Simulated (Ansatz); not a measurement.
Volume per atom of some solids

Method: rVV10 (PAW; Ansatz, a program for electronic structure). References are measured values corrected to a static lattice or taken at low temperature (these still hold zero-point motion). The table is a random draw of 8 from 17 solids with such references.

Values in Å³/atom.

| solid | reference | rVV10 | error (%) |
|---|---|---|---|
| antiferromagnetic (type II) rock-salt MnS | 17.57 | 17.18 | -2.2 |
| hcp Mg | 22.65*¶ | 22.54 | -0.5 |
| hcp Re | 14.62*¶ | 15.29 | +4.6 |
| body-centred tetragonal In | 25.70*¶ | 28.11 | +9.4 |
| hcp Co | 10.96*¶ | 11.02 | +0.5 |
| hcp Zr | 23.18*¶ | 23.67 | +2.1 |
| hcp Hf | 22.30*¶ | 22.64 | +1.5 |
| wurtzite ZnO | 11.89 | 12.40 | +4.3 |

Over these 8 solids the mean error is +2.5 %, the mean absolute error 3.1 % (median 2.2 %), and the worst case body-centred tetragonal In at +9.4 %; the value is above the reference in 6 of 8 cases. Over all 17, from unrounded values, the mean error is +3.4 % and the mean absolute error 4.1 % (median 3.5 %).

A star marks references brought to a static lattice; the others are low-temperature values that still hold zero-point motion, which matters most for light elements.

Spin–orbit coupling is left out, also for the solids with elements from indium on (hcp Re, body-centred tetragonal In, hcp Hf); its size isn't shown.

¶ marks references of a special kind: hcp Mg, 22.65 Å³/atom (measured, copied from a table, unchecked, extrapolated to 0 K and zero-point effects removed; as tabulated in Lejaeghere et al. (2013), arXiv:1204.2733); hcp Re, 14.62 Å³/atom (measured, copied from a table, unchecked, extrapolated to 0 K and zero-point effects removed; as tabulated in Lejaeghere et al. (2013), arXiv:1204.2733); body-centred tetragonal In, 25.70 Å³/atom (measured, copied from a table, unchecked, extrapolated to 0 K and zero-point effects removed; as tabulated in Lejaeghere et al. (2013), arXiv:1204.2733); hcp Co, 10.96 Å³/atom (measured, copied from a table, unchecked, extrapolated to 0 K and zero-point effects removed; as tabulated in Lejaeghere et al. (2013), arXiv:1204.2733); hcp Zr, 23.18 Å³/atom (measured, copied from a table, unchecked, extrapolated to 0 K and zero-point effects removed; as tabulated in Lejaeghere et al. (2013), arXiv:1204.2733); hcp Hf, 22.30 Å³/atom (measured, copied from a table, unchecked, extrapolated to 0 K and zero-point effects removed; as tabulated in Lejaeghere et al. (2013), arXiv:1204.2733).

Differences are worked out from the printed values.

Ansatz's density-functional and Hartree–Fock values are scalar-relativistic unless marked +SOC, with PAW data made under PBE.

Ansatz's runs of these crystals have no spin polarisation, but for antiferromagnetic (type II) rock-salt MnS, hcp Co.

Density-functional runs with spin start from opposed moments for antiferromagnetic (type II) rock-salt MnS, parallel moments for hcp Co.

Not in this set, of the solids of all kinds but layered and molecular ones with a reference value in our tables and a result at some level: 272 for a reference at room or unstated temperature; 51 for a published cell of unstated conditions; 30 for a cell known from the COD alone; 5 for a high-temperature or high-pressure phase; 3 for no value at rVV10 (not run, a failed fit, an unstable or unbound cell, or a value held back for tests). These can be a level's best or worst cases. At least 135 more with a reference value are held back for tests. Solids without a released value at any level aren't counted. Cubic solids are told by their lattice constant and aren't counted here. The metals Ce to Yb are counted apart.

References as tabulated in Lejaeghere et al. (2013), arXiv:1204.2733; PSI, practical course at SINQ: magnetic order in MnS; arXiv:1206.3780.
